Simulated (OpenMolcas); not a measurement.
# CHClF2 (difluorochloromethane) at 6 levels

We compute a comparison of 6 runs (RI-MP2/ANO-R2) of CHClF2 (difluorochloromethane). The setting varied is the relativity. 

The calculation is run with OpenMolcas 26.06.

**1. The molecule**

CHClF2: 5 atoms, total charge 0, spin state singlet. As SMILES, `FC(F)Cl`. The coordinates come from a PBE0-D4/def2-TZVP relaxation.

Bond lengths: F1–C2 1.334 Å, C2–F3 1.334 Å, C2–Cl4 1.763 Å, C2–H5 1.090 Å. Angles: F1–C2–F3 108.3°, F1–C2–Cl4 109.7°, F3–C2–Cl4 109.7°, F1–C2–H5 110.0°, F3–C2–H5 110.0°, Cl4–C2–H5 109.0°.

**2. The energy at RI-MP2/ANO-R2 (DKH1, RICD fitting) (run 1)**

mol.xyz reads:

```xyz
5

F      0.038900    -0.568100     1.222300
C      0.109400     0.023600     0.028300
F      0.844200    -0.745900    -0.776900
Cl    -1.511000     0.208900    -0.640800
H      0.568600     1.007800     0.125800
```

job.inp reads:

```
* CHClF2 RI-MP2
>>> EXPORT MOLCAS_PRINT=2

&GATEWAY
  Coord=mol.xyz
  Basis=ANO-R2
  Group=NoSym
  RICD

&SEWARD
  Relativistic=R01O00
  Expert

&SCF
  PrOrbitals=1 1

&MBPT2
  Frozen=8
```

The run is started by

```sh
export MOLCAS_MEM=1860
pymolcas job.inp > job.log
```

Standard output:

```text
--- Start Module: gateway ---
[...]
--- Stop Module: gateway /rc=_RC_ALL_IS_WELL_ ---
[...]
 ###    WARNING:  EXPERT option is ON!                                       ###
 ###############################################################################
               SEWARD will generate:
[...]
      Basis functions          152
[...]
--- Start Module: scf ---
[...]
       Convergence after  11 Iterations
[...]
::    Total SCF energy                               -698.8316454330
[...]
      Total spin, S                                     0.0000000000
[...]
      Total electronic charge=   42.000000
      Total            charge=   -0.000000
[...]
      Dipole Moment (debye):
      Origin of the operator (angstrom)=   -0.3975   -0.1903   -0.1568
                   X=  4.5534E-01               Y=  1.5529E+00               Z=  4.4712E-02           Total=  1.6189E+00
      Quadrupole Moment (debye*angstrom):
[...]
--- Stop Module: scf /rc=_RC_ALL_IS_WELL_ ---
[...]
--- Start Module: mbpt2 ---
[...]
WARNING!
Default frozen orbitals as non valence orbitals is overwritten by user input.
Default values:   8
[...]
       Reference weight ( Cref**2 )         =        0.82798
::    Total MBPT2 energy                             -699.7031045996
[...]
--- Stop Module: mbpt2 /rc=_RC_ALL_IS_WELL_ ---
[...]
```

Run time: 11 s. Hardware: 1 thread of Intel Xeon 6975P-C (Granite Rapids), shared host; peak memory 0.17 GiB.

**3. The energy at RI-MP2/ANO-R2 (DKH2, RICD fitting) (run 2)**

mol.xyz is that of step 2.

job.input reads:

```
&GATEWAY
Coord=mol.xyz
Basis=ANO-R2
Group=NoSym
RICD
&SEWARD
Relativistic=R02O02
Expert
&SCF
PrOrbitals=1 1
&MBPT2
Frozen=8
```

The run is started by

```sh
export MOLCAS_MEM=1860
pymolcas job.input > job.log
```

Standard output:

```text
--- Start Module: gateway ---
[...]
--- Stop Module: gateway /rc=_RC_ALL_IS_WELL_ ---
[...]
 ###    WARNING:  EXPERT option is ON!                                       ###
 ###############################################################################
               SEWARD will generate:
[...]
      Basis functions          152
[...]
--- Start Module: scf ---
[...]
       Convergence after  11 Iterations
[...]
::    Total SCF energy                               -698.5467771362
[...]
      Total spin, S                                     0.0000000000
[...]
      Total electronic charge=   42.000000
      Total            charge=   -0.000000
[...]
      Dipole Moment (debye):
      Origin of the operator (angstrom)=   -0.3975   -0.1903   -0.1568
                   X=  4.5723E-01               Y=  1.5530E+00               Z=  4.5467E-02           Total=  1.6196E+00
      Quadrupole Moment (debye*angstrom):
[...]
--- Stop Module: scf /rc=_RC_ALL_IS_WELL_ ---
[...]
--- Start Module: mbpt2 ---
[...]
WARNING!
Default frozen orbitals as non valence orbitals is overwritten by user input.
Default values:   8
[...]
       Reference weight ( Cref**2 )         =        0.82800
::    Total MBPT2 energy                             -699.4181949357
[...]
--- Stop Module: mbpt2 /rc=_RC_ALL_IS_WELL_ ---
[...]
```

It took 14 s on 1 thread of Intel Xeon 6975P-C (Granite Rapids), shared host; peak memory 0.18 GiB.

Runs 3 to 5 aren't shown in full; the table further down has their settings and results.

**4. A single-point energy at RI-MP2/ANO-R2 (sfX2C, RICD fitting) (run 6)**

mol.xyz is that of step 3.

job.input reads:

```
&GATEWAY
  Coord
  mol.xyz
  Basis
  ANO-R2
  Group
  NoSym
  RICD
  RX2C

&SEWARD
  Expert

&SCF
  PrOrbitals
  1 1

&MBPT2
  Frozen
  8
```

The run is started by

```sh
export MOLCAS_MEM=1860
pymolcas job.input > job.log
```

Standard output:

```text
--- Start Module: gateway ---
[...]
--- Stop Module: gateway /rc=_RC_ALL_IS_WELL_ ---
[...]
 ###    WARNING:  EXPERT option is ON!                                       ###
 ###############################################################################
               SEWARD will generate:
[...]
      Basis functions          152
[...]
--- Start Module: scf ---
[...]
       Convergence after  11 Iterations
[...]
::    Total SCF energy                               -698.5551580553
[...]
      Total spin, S                                     0.0000000000
[...]
      Total electronic charge=   42.000000
      Total            charge=   -0.000000
[...]
      Dipole Moment (debye):
      Origin of the operator (angstrom)=   -0.3975   -0.1903   -0.1568
                   X=  4.5722E-01               Y=  1.5530E+00               Z=  4.5463E-02           Total=  1.6196E+00
      Quadrupole Moment (debye*angstrom):
[...]
--- Stop Module: scf /rc=_RC_ALL_IS_WELL_ ---
[...]
--- Start Module: mbpt2 ---
[...]
WARNING!
Default frozen orbitals as non valence orbitals is overwritten by user input.
Default values:   8
[...]
       Reference weight ( Cref**2 )         =        0.82799
::    Total MBPT2 energy                             -699.4265760712
[...]
--- Stop Module: mbpt2 /rc=_RC_ALL_IS_WELL_ ---
[...]
```

It took 13 s on 1 thread of Intel Xeon 6975P-C (Granite Rapids), shared host; peak memory 0.18 GiB.

**5. All runs side by side**

| run | level | energy (Eh) | dipole moment (D) of the reference | HOMO energy (eV) | LUMO energy (eV) | wall time |
| --- | --- | --- | --- | --- | --- | --- |
| 1 | RI-MP2/ANO-R2 (DKH1, RICD fitting) | -699.703105 | 1.62 | -13.12 | 2.13 | 11 s |
| 2 | RI-MP2/ANO-R2 (DKH2, RICD fitting) | -699.418195 | 1.62 | -13.12 | 2.13 | 14 s |
| 3 | RI-MP2/ANO-R2 (DKH3, RICD fitting) | -699.421533 | 1.62 | -13.12 | 2.13 | 14 s |
| 4 | RI-MP2/ANO-R2 (DKH4, RICD fitting) | -699.421438 | 1.62 | -13.12 | 2.13 | 14 s |
| 5 | RI-MP2/ANO-R2 (DKH8, RICD fitting) | -699.421445 | 1.62 | -13.12 | 2.13 | 15 s |
| 6 | RI-MP2/ANO-R2 (sfX2C, RICD fitting) | -699.426576 | 1.62 | -13.12 | 2.13 | 13 s |

**6. What came out**

| quantity | value |
| --- | --- |
| run 6: total energy | -699.42658 Eh |
| run 6: dipole moment (mean-field density) | 1.62 D |
| run 6: HOMO energy (Hartree–Fock orbitals) | -13.12 eV |
| run 6: LUMO energy (Hartree–Fock orbitals) | 2.13 eV |
| run 6: HOMO–LUMO gap (Hartree–Fock orbitals) | 15.25 eV |
| run 6: correlation energy (8 core orbitals frozen) | -871.4 mEh |

What this shows: Some runs of one species differ in core potentials or relativity; totals across that change don't compare. All runs together took 81 s, the longest 15 s.
